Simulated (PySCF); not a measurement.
# 1,2-elimination

Start structure (CH₅BO, singlet), relaxed at PBE0-D4/def2-TZVP:

```xyz
8
angstrom
B -0.5750 -0.2300 -0.4626
C 0.3670 0.6734 0.4012
O -0.4034 -1.5655 -0.6096
H 0.3578 -1.9031 -0.1285
H -1.5171 0.2267 -1.0503
H 1.1920 0.1448 0.8885
H 0.7918 1.4708 -0.2183
H -0.2138 1.1860 1.1760
```

The step: CH₅BO ([CH3][BH][OH]) → BHO ([BH][O]) + CH₄; bonds formed: C2–H4; bonds broken: B1–C2, O3–H4. Program: PySCF 2.14 with density fitting (its default auxiliary sets; JK sets also for MP2 and CCSD(T)). Basis: def2-TZVPP and def2-QZVPP. Cores are frozen in the correlated methods. Extrapolation: Hartree–Fock as exp(−7.88 √X), correlation as X^−2.97. Energies below are by CCSD(T) at an estimated basis limit (MP2 extrapolated from triple and quadruple zeta, plus CCSD(T) − MP2 in triple zeta).

Question: What are the electronic barrier and the energy of the step, from the start structure to the end structure? (An estimate is asked for; the value comes from the calculation.)

Answer: Computed: Barrier 2.743 eV; step energy 0.445 eV (uphill); reverse barrier, their difference, 2.298 eV. Barrier and step energy count from the start structure, the reverse barrier from the end structure.

The saddle point: One imaginary mode of 1558i cm⁻¹.
```csv
pair,start (Å),saddle (Å),end (Å)
C2–H4,2.63,1.34,1.09
B1–C2,1.57,1.81,3.47
O3–H4,0.96,1.37,3.07
```

Zero-point energy (harmonic, PBE0-D4): ZPE is 1.743 eV at the start and 1.581 eV at the saddle, so the barrier goes from 2.743 to 2.580 eV.

First-order rate constant out of the start structure at 898 K by transition-state theory, with harmonic vibrational free energies alone and no tunnelling: ΔA‡ = 2.641 eV, so k = (kB T/h) exp(−ΔA‡/kB T) ≈ 10^-2 s⁻¹ (an order of magnitude at best: rotation, the number of equivalent paths and anharmonicity are left out).

T1 diagnostic: at most 0.017.

Labels in which every atom is bracketed show which atoms are joined, not bond orders.

For scale, one of the runs: CCSD(T)/def2-TZVPP, 163 basis functions, launched by `OMP_NUM_THREADS=4 python run.py`. The run took 3.4 min on 4 CPU threads of an Arm Neoverse V1 (shared host), with 1.2 GiB of host memory at its peak.
